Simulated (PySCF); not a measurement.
H₂Si, SMILES [SiH2] (connectivity only; charge and spin as stated), charge +1, multiplicity 2. Atoms are numbered in the order given.

```xyz
3

Si     0.0000     0.0000    -0.0935
H      0.0000    -1.2898     0.6547
H      0.0000     1.2898     0.6547
```
Charge +1, spin multiplicity 2.

Geometry: PBE0-D3(BJ)/def2-TZVPD. The isomer is the one that the SMILES or the coordinates give; other isomers of the formula were not compared.

Two levels are set side by side: PBE/pcH-1 (PySCF) and B3LYP/pcH-1 (PySCF). Contact hyperfine couplings, same geometry. Differences are taken from unrounded values.

```json
[
 {"quantity": "A(iso) of 29Si, atom Si1 (MHz)", "B3LYP": "-765.5", "PBE": "-701.9", "PBE minus B3LYP": "63.6"},
 {"quantity": "A(iso) of 1H, atom H2 (MHz)", "B3LYP": "218.5", "PBE": "188.1", "PBE minus B3LYP": "-30.3"},
 {"quantity": "A(iso) of 1H, atom H3 (MHz)", "B3LYP": "218.5", "PBE": "188.1", "PBE minus B3LYP": "-30.3"}
]
```

Rough cost on one machine, each run with all the roots and properties that it gave: B3LYP against PBE within a factor of 2.
